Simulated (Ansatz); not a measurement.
**C4H4F2: harmonic frequencies at the relaxed geometry**

At which frequencies does C4H4F2 vibrate? The task is harmonic frequencies at the relaxed geometry, for C4H4F2. SMILES: FC1C=CC1F.

All numbers are computed with Ansatz 0.2.0 through its Python package. Level of theory: PBE0/def2-SVP.

### 1 Starting point

Bond lengths: F1–C2 1.373 Å, C2–C3 1.507 Å, C3–C4 1.420 Å, C2–C5 1.566 Å, C4–C5 1.525 Å, C5–F6 1.366 Å, C2–H7 1.070 Å, C3–H8 1.061 Å, C4–H9 1.002 Å, C5–H10 1.131 Å. Angles (14 of 18 angles, heavy atoms first): F1–C2–C3 116.2°, F1–C2–C5 115.6°, C3–C2–C5 85.9°, C2–C3–C4 95.0°, C3–C4–C5 90.6°, C2–C5–C4 88.6°, C2–C5–F6 115.8°, C4–C5–F6 119.8°, F1–C2–H7 112.8°, C3–C2–H7 112.6°, C5–C2–H7 111.1°, C2–C3–H8 134.9°, C4–C3–H8 129.8°, C3–C4–H9 135.2°.

c4h4f2.xyz, read by the script:

```xyz
10

F    -0.77700   -0.23540    1.92100
C    -0.78530   -0.08240    0.55680
C    -0.07850   -1.15060   -0.23700
C     0.92300   -0.28290   -0.74640
C     0.28920    0.89890   -0.02090
F    -0.19590    1.95560   -0.73880
H    -1.75780    0.14100    0.17090
H    -0.17770   -2.20230   -0.33100
H     1.69150   -0.37930   -1.38220
H     0.95150    1.28630    0.81050
```

### 2 The script

Contents of run_freq.py:

```python
'''Vibrations and zero-point energy of C4H4F2.'''

import itertools

import ansatz
from ase.data import atomic_numbers, covalent_radii
import numpy as np

system = ansatz.Crystal.molecule_from_extxyz('c4h4f2.xyz')

model = (
    system.calculation()
    .basis(gaussian='def2-SVP')
    .functional('pbe0')
)
symbols = [site.symbol for site in system.cartesian_sites]
start = np.array([site.position_ang for site in system.cartesian_sites], dtype=float)
r = model.relax(force_tolerance=0.003).run(threads=1, backend='cpu').report
end = np.array(r['positions_ang'])

# pairs closer than 1.2 times the sum of covalent radii, before or after
radius = [covalent_radii[atomic_numbers[s]] for s in symbols]
span = lambda where, i, j: np.linalg.norm(where[i] - where[j])
bonded = [(i, j) for i, j in itertools.combinations(range(len(symbols)), 2) if min(span(start, i, j), span(end, i, j)) < 1.2 * (radius[i] + radius[j])]
print('pair        before    after (A)')
for i, j in bonded:
    print(f'{symbols[i]}{i}-{symbols[j]}{j}'.ljust(10), f'{span(start, i, j):8.4f} {span(end, i, j):8.4f}')

# frequencies need a stationary point, so they are taken at the relaxed geometry
minimum = ansatz.Crystal.molecule()
for symbol, place in zip(symbols, end):
    minimum = minimum.atom(symbol, place.tolist())
vibrating = (
    minimum.calculation()
    .basis(gaussian='def2-SVP')
    .functional('pbe0')
    .phonons(temperatures=(100, 500, 100))
)
vib = vibrating.run(threads=1, backend='cpu').report['vibrations']
sums = vib['harmonic_sums']
modes = [m['omega_inv_cm'] for m in sums['modes_at_gamma'] if m['rigid_motion'] == 'no']
for number, w in enumerate(modes, start=1):
    print(f'mode {number:2d} {w:9.1f} 1/cm {w / 8065.544 * 1000:8.2f} meV')
print('imaginary modes:', sum(w < 0 for w in modes), ' zero-point energy:', round(sums['zero_point_energy_ev'], 4), 'eV')
print('T (K)   F_vib (eV)   S_vib (meV/K)   C_vib (meV/K)')
for row in zip(sums['temperatures_k'], sums['vibrational_free_energy_ev'], vib['entropy_ev_per_k'], vib['heat_capacity_ev_per_k']):
    print(f'{row[0]:6.1f} {row[1]:11.4f} {1000 * row[2]:13.4f} {1000 * row[3]:15.4f}')
```

### 3 Running it

Started as:

```sh
> python run_freq.py
```

**Question.** What results will this script give? Wanted: moves of the relaxation of run 1; energy gained in run 1; last largest force component of run 1; highest frequency; imaginary modes; zero-point energy.

As calculated:

| quantity | value |
| --- | --- |
| runs compared | 2 |
| moves of the relaxation of run 1 | 8 |
| energy gained in run 1 | 0.522 eV |
| last largest force component of run 1 | 0.0020 eV/Å |
| highest frequency | 3257 cm⁻¹ |
| imaginary modes | 0 |
| zero-point energy | 1.969 eV |

The dearest, run 2 (phonons), took some 4.2 times as long as run 1 (relaxation). Run 1: The relaxation took 8 moves; the largest shift is 0.178 Å, of atom 9 (H). All frequencies are real, so the geometry is a minimum. The values are harmonic; measured fundamentals also hold anharmonic shifts, mostly downward for stretches. The frequencies are harmonic and unscaled, in a modest basis.
